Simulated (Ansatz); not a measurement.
System: hcp Lu. Method: r²SCAN+SOC in Ansatz (plane waves, PAW).

Settings: plane-wave cutoff 560 eV, 18×18×10 k mesh (along the axes of the cell as run), Fermi–Dirac smearing 0.05 eV, PAW data made under PBE.

Computed at the level's own relaxed cell.

Problem. Give the computed lattice constant a, volume per atom and bulk modulus.

Solution. 
lattice constant a: 3.496 Å
volume per atom: 28.82 Å³/atom
bulk modulus: 46.6 GPa

The run finds no gap.

Measured, for comparison: lattice constant a 3.505 Å (293 K, not corrected to a static lattice; as tabulated in Wikipedia's data pages); equilibrium volume per atom 29.52 Å³/atom (room temperature, not corrected to a static lattice; as tabulated in Söderlind et al. (2014), doi:10.1088/0953-8984/26/41/416001); bulk modulus 47.6 GPa (room temperature, not corrected to a static lattice; as tabulated in Wikipedia's data pages). Computed (rounded) less measured: lattice constant a -0.3 %, equilibrium volume per atom -2.4 %, bulk modulus -2 %.

Note: the bulk modulus comes from volumes at which shape and atoms were relaxed.

Computing time: roughly 2.9 core-hours.

Ansatz is an electronic-structure program.
